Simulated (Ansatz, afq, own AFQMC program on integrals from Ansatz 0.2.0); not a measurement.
AFQMC on a folder of integrals that Ansatz 0.2.0 wrote.

```yaml
crystal:
  periodic: [false, false, false]
  atoms:
    - {symbol: C, position_ang: [-0.490921, 0.984375, 1.603964]}
    - {symbol: Si, position_ang: [-1.048848, -0.058975, 0.182705]}
    - {symbol: Cl, position_ang: [-2.959704, -0.698027, 0.554241]}
    - {symbol: O, position_ang: [-0.284652, -0.429695, -1.085566]}
    - {symbol: H, position_ang: [-1.170943, 1.841576, 1.727757]}
    - {symbol: H, position_ang: [0.532663, 1.344122, 1.432134]}
    - {symbol: H, position_ang: [-0.528094, 0.397725, 2.535065]}
basis:
  gaussian: {orbitals: def2-SVP}
magnetization: {spin_polarized: false}
correlation: {method: ccsd_t, electrons: outside_noble_gas, hamiltonian_folder: ham}
```

```sh
$ ansatz run in.yaml --threads 1 --pin off --events-out ev --progress --plain --max-ram 16896MiB --backend cuda --devices 0, --max-vram 18GiB
```

Options of the walk:

```
--method phaseless --trial hf --walkers 4000 --populations 20 --least-time 40 --time-step 0.005 --steps-per-block 20 --equilibration-blocks 112 --max-blocks 4000 --target-error 0.0009 --factor-cut 1e-05 --seed 3926 --taylor-order 6
```

Times are imaginary, in 1/Eh. The walk had a cap of 78 s. With eight or more populations the least sampling time is a fifth of least-time, and the error comes from their spread.

Log:

```
orbitals 67  electrons 12 12  factors 542 of 754
reference energy -862.63654842 Eh
CCSD correlation -0.58548368 Eh in 13 cycles, weight of the determinant in the CISD state 0.8086
energy of the start -862.636548 Eh
 block  time / (1/Eh)  mean weight  energy / Eh
     1     0.100  1.0031  -862.795177
     2     0.200  1.0043  -862.904538
     3     0.300  1.0043  -862.984893
     4     0.400  1.0039  -863.040859
     5     0.500  1.0035  -863.083802
    10     1.000  1.0010  -863.183955
    55     5.500  1.0000  -863.243997
   100    10.000  1.0000  -863.235784
   109    10.900  0.9996  -863.234468
   145    14.500  0.9999  -863.245327
   190    19.000  0.9995  -863.249574
   235    23.500  0.9999  -863.255143
   280    28.000  0.9991  -863.251256
   298    29.800  0.9998  -863.273537
   325    32.500  0.9997  -863.257999
   370    37.000  0.9996  -863.242944
error from the spread of 20 populations
energy -863.249537 +/- 0.000858 Eh
(rows thinned)
```

The run passed its tests (sampling time, drift between the halves within three errors, error under three times the target), which doesn't prove that it has relaxed.

Against this walk (error 23.4 meV) on the same determinant: CCSD(T) 271.3 meV higher, CCSDT(Q) 189.5 meV higher, a separate phaseless walk with a CISD trial and standard settings 192.0 ± 24.0 meV higher. The error is statistical and leaves out the bias of the constraint. CCSDT(Q) is the surest value here, so the walk's 190 meV below it is most likely the bias of the constraint with this trial, which can have either sign.

Cautions: constraint bias not in the error.

The walk took 58 s on 1 × NVIDIA H100 80GB HBM3 with 2 threads of AMD EPYC 7R13 Processor (Zen 3) (shared host) (the card was shared). The log's last line is the phaseless energy.

CCSDT and higher add their correlation energy to the determinant of the CCSD(T) run, since their own runs factorise the integrals more tightly (a shift of under 2 meV).
